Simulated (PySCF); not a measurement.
# Solvent effects on NMR parameters

Mapped SMILES: `[BH3-:1][PH3+:2]` (H(Xn): hydrogen on atom n).

GIAO PBE0/pcSseg-1 in PySCF 2.14 on one PBE0-D3(BJ)/def2-SVP conformer, non-relativistic, equivalent nuclei averaged. Solvents enter as an IEF-PCM continuum (cyclohexane with ε = 2.0, water with ε = 78.4) around the gas-phase geometry. Shifts are referred to BF3·OEt2, TMS computed in the same medium.

Gas phase, δ in ppm: B1 -51.6, H(P2) 4.14, H(B1) 1.10. Dipole moment 4.33 D.

Q: How does each δ change in the continuum?

A: 
| atoms | environment | Δδ, cyclohexane | Δδ, water |
| --- | --- | --- | --- |
| B1 | boron bonded to P, 3 H | -0.3 | -0.3 |
| H(P2) | hydrogen on a phosphorus bonded to B | +0.12 | +0.35 |
| H(B1) | hydrogen on a boron bonded to P | -0.24 | -0.58 |

Changes are relative to the gas phase. The dipole moment becomes 4.91 D in cyclohexane, 5.81 D in water.

Q: Which nuclei move most (in ppm), and what does the model miss?

A: H(B1) (hydrogen on a boron bonded to P, -0.58 ppm) in water. A continuum only polarises the solute; specific hydrogen bonds, the anisotropy of aromatic solvents and changes of geometry or conformer are outside it.
